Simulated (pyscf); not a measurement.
Single points on ωB97X-D3(BJ)/def2-SVP structures (PySCF, gas phase).

Q: Estimate the classical barrier height and the reaction energy of H₃C–N(CH₃)–SiH₃ + water (H₂O) -> H₃C–N(CH₃)–SiH₂–OH + hydrogen (H₂) at ωB97M-D3(BJ)/def2-TZVP. The step runs on the singlet surface, breaks H–Si, H–O and forms O–Si, H–H; take the separated reactants as zero.

A: ΔE‡ = 124.1 kJ/mol, ΔE = -91.3 kJ/mol. Zero-point energy shifts the barrier by +0.8 kJ/mol. It is a four-centre exchange, with an imaginary mode of 1262i cm⁻¹. This is the saddle that the search found; another between the same sides may lie lower.
